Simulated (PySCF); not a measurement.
`P` (PH3). Structure optimised with GFN2-xTB, isolated species.

```
atom  x, y, z in Å
P1    -0.0015    0.0035    0.5704
H2    -0.5587    1.0086   -0.2056
H3     1.1583   -0.0163   -0.1896
H4    -0.5880   -0.9910   -0.1980
```

Q: Where is the centre of mass (commonest isotopes), and what is the radius of gyration?

A: Mass 33.997 u; centre at (-0.001, 0.003, 0.502) Å; Rg = √(Σ m r²/M) = 0.408 Å. As Ia + Ib + Ic = 2 Σ m r², the three principal moments sum to 11.3 u·Å².

Q: What is the repulsion energy of the bare nuclei, Σ ZA·ZB/RAB?

A: 17.97 Eh over 6 pairs, with full nuclear charges and distances in bohr; the largest single term is 5.72 Eh (P1 with H2, or a pair equal to it).

Q: What is the longest distance between nuclei?

A: H3···H4, H2···H4 and H2···H3, 2.000 Å.

Q: Work out the bond lengths P1–H2, P1–H3, P1–H4 in Å.

A: For P1–H2 the difference vector is (-0.5572, 1.0051, -0.7760) Å, of length 1.3867 Å. P1–H2 1.387; P1–H3 1.387; P1–H4 1.387 Å.

Q: What are the angles H2–P1–H4, H2–P1–H3, H3–P1–H4?

A: From the scalar product of the two bond vectors; for H2–P1–H4 it is -0.0765 Å² over 1.3867 × 1.3869 Å², cos θ = -0.0398. H2–P1–H4 92.3°; H2–P1–H3 92.3°; H3–P1–H4 92.3°.

No frequency check.

These are computed values.
